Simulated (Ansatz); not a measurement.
# SiF₄ (singlet): the correlation ladder, cc-pVDZ

Aim: climb from Hartree-Fock through coupled cluster and multireference methods for SiF₄ (singlet) at one geometry and basis, and see what each rung misses.

The runs use Ansatz 0.2.0, Gaussian basis; cc-pVDZ, core rule «outside noble gas», up to 9 orbitals frozen.

The runs, in order: UHF; CCSD(T) on RHF; BCCD(T) on RHF; CCSDT(Q) on RHF; CASSCF and MRCISD+Q, 8 electrons in 8 orbitals; CASSCF and NEVPT2, 8 electrons in 8 orbitals.

**1. The system**

The geometry is a PBE0/def2-TZVP stationary point (not a proven minimum).

5 atoms, charge 0, spin multiplicity 1.

Atoms are counted from 1 here; the program's logs count them from 0.

Bond lengths: Si1–F2 1.562 Å, Si1–F3 1.562 Å, Si1–F4 1.562 Å, Si1–F5 1.562 Å. Angles: F2–Si1–F3 109.5°, F2–Si1–F4 109.5°, F2–Si1–F5 109.5°, F3–Si1–F4 109.5°, F3–Si1–F5 109.5°, F4–Si1–F5 109.5°.

As a file:

```mol
F4Si
  3D, bonds by distance, orders not assigned

  5  4  0  0  0  0  0  0  0  0999 V2000
    0.0000    0.0000    0.0000 Si  0  0
    0.8992    0.9045    0.9015 F   0  0
   -0.9024   -0.9008    0.9020 F   0  0
   -0.9010    0.8989   -0.9052 F   0  0
    0.9043   -0.9027   -0.8982 F   0  0
  1  2  8  0
  1  3  8  0
  1  4  8  0
  1  5  8  0
M  END
```

**2. UHF**

in.yaml reads:

```yaml
crystal:
  periodic: [false, false, false]
  atoms:
    - {symbol: Si, position_ang: [0.000000, 0.000000, 0.000000]}
    - {symbol: F, position_ang: [0.899178, 0.904526, 0.901471]}
    - {symbol: F, position_ang: [-0.902419, -0.900785, 0.901978]}
    - {symbol: F, position_ang: [-0.901032, 0.898924, -0.905215]}
    - {symbol: F, position_ang: [0.904273, -0.902665, -0.898233]}
basis:
  gaussian: {orbitals: cc-pVDZ}
magnetization: {spin_polarized: true, initial_magnetization: 0}
hamiltonian: {xc: hf}
output: {orbitals: {seedname: orbitals}}
```

The run is started by

```
> ansatz run in.yaml --threads 1 --pin off --events-out ev --progress --plain --max-ram 2560MiB --backend cpu
```

Further steps of the session: CCSD(T) on RHF; BCCD(T) on RHF; CCSDT(Q) on RHF; CASSCF and MRCISD+Q, 8 electrons in 8 orbitals; CASSCF and NEVPT2, 8 electrons in 8 orbitals.

**Question.** What will the summary of the whole plan be? Wanted: RCCSDT(Q) from the RHF energy; RMP2 from RCCSDT(Q); RCCSD from RCCSDT(Q); RCCSD(T) from RCCSDT(Q); MRCISD+Q frontier from RCCSDT(Q); T1 diagnostic.

The runs gave:

| quantity | value |
| --- | --- |
| RCCSDT(Q) from the RHF energy | -23.2316 eV |
| RMP2 from RCCSDT(Q) | +543.6 meV |
| RCCSD from RCCSDT(Q) | +404.6 meV |
| RCCSD(T) from RCCSDT(Q) | +64.7 meV |
| MRCISD+Q frontier from RCCSDT(Q) | +456.6 meV |
| levels within 1 kcal/mol (43 meV) | none |
| T1 diagnostic | 0.011 |

What this shows: RCCSD(T) lands +64.7 meV from the yardstick (0.3 % of the correlation energy). These misses are within one basis, not against nature.
